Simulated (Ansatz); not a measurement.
Working through a ranking of conformers of C5H9N, SMILES C=CCCN=C

Program: Ansatz 0.2.0, Python API.

Typed at the interpreter:
```pycon
>>> import ansatz as az
>>> from rdkit import Chem
>>> from rdkit.Chem import AllChem
>>> rd = Chem.AddHs(Chem.MolFromSmiles('C=CCCN=C'))
>>> ids = list(AllChem.EmbedMultipleConfs(rd, numConfs=20, randomSeed=495, pruneRmsThresh=0.4))
>>> field = [energy for _, energy in AllChem.MMFFOptimizeMoleculeConfs(rd)]
>>> distinct = {round(e, 2): i for i, e in zip(ids, field)}
>>> chosen = sorted(distinct.items())[:4]
>>> found = []
>>> for force_field, index in chosen:
...     system = az.Crystal.molecule()
...     for atom, xyz in zip(rd.GetAtoms(), rd.GetConformer(index).GetPositions()):
...         system = system.atom(atom.GetSymbol(), xyz.round(5).tolist())
...     calculation = (
...         system.calculation()
...         .basis(gaussian='6-31G*')
...         .functional('b3lyp', dispersion='d4')
...     )
...     found.append(calculation.run().report['free_energy_ev'])
...
>>> print('conformer   MMFF (kcal/mol)   this level (kJ/mol)')
conformer   MMFF (kcal/mol)   this level (kJ/mol)
>>> for (force_field, index), e in zip(chosen, found):
...     print(f'{index:9d} {force_field - chosen[0][0]:17.2f} {96.485332 * (e - min(found)):17.3f}')
...
       11              0.00             0.000
        8              0.36             3.035
        6              0.84             4.290
        9              1.92             5.376
```

What to keep in mind:
- The settings weren't tested for convergence.
- The conformers keep their force-field geometries.
- b3lyp holds the VWN-RPA fit, as in Gaussian; the form of ORCA and Turbomole is b3lyp5.
- Wall time of the script: 16 s on 1 thread of Arm Neoverse V1, with other jobs on the host, peak memory 0.33 GiB.
